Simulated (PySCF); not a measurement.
# ClF⁻: from constants to spectrum

PBE0 constants of ClF⁻, ²Σ⁺ (doublet), unpaired electrons σ ↑ (Cl aug-cc-pV(D+d)Z, F aug-cc-pVDZ; no relativity (PySCF 2.14); masses 34.9689 and 18.9984 u):

* ωe: 309.6 cm⁻¹
* ωexe: 3.71 cm⁻¹
* Be: 0.27515 cm⁻¹
* αe: 0.00375 cm⁻¹
* D (centrifugal): 8.69e-07 cm⁻¹
* De to Cl⁻ + F: 1.56 eV

(1) Give the vibrational terms G(v) and spacings up to v = 6.

(2) How well does the Morse estimate ωe²/(4ωexe) reproduce De, and what is D0?

For an ion De counts to the pair picked by the measured ionisation energies or electron affinities, which need not be the lowest pair at this level. The state is the lowest determinant that a PBE0 search found; another state may lie lower at other levels.

Results:

(1) G(v) = ωe(v+½) − ωexe(v+½)².

```tsv
v	G(v) (cm⁻¹)	G(v) − G(v−1)	Bv (cm⁻¹)
0	154		0.2733
1	456	302	0.2695
2	751	295	0.2658
3	1038	287	0.2620
4	1318	280	0.2583
5	1591	273	0.2545
6	1856	265	0.2508
```

(2) It gives 0.80 eV, 51 % of the computed De. D0 = De − G(0) = 1.56 − 0.02 = 1.54 eV.
